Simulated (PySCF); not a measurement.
# HSN: map over both bonds

Level of theory: PySCF, PBE0, basis S def2-TZVP, N def2-TZVP, H def2-TZVP (no relativity, density fitting).

Rigid scan from the singlet minimum (S–H 1.417 Å, S–N 1.488 Å; H–S–N 109.8°). Coordinate: rows scale the first bond (S–N), columns the second (S–H). Energies in kJ/mol from the minimum.

Rows run from the largest first scale (top) to the smallest, columns from the smallest second scale to the largest. Lower edges of the bins (kJ/mol): '0' 0.00, '1' 0.72, '2' 1.86, '3' 3.67, '4' 6.53, '5' 11.07, '6' 18.27, '7' 29.67, '8' 47.75, '9' 76.39; top 122.
```
999999
777788
544567
410246
543456
766677
```

Q: Give the energies on the grid of the scan.

A: 
```csv
scale \ scale,0.94,0.97,1.00,1.04,1.09,1.15
0.94,35,28,25,26,31,43
0.97,14,8,6,7,14,27
1.00,7,2,0,2,10,25
1.04,13,9,8,12,21,37
1.09,38,35,35,40,51,69
1.15,83,81,82,89,102,122
```

Other isomers or separated fragments may lie lower.
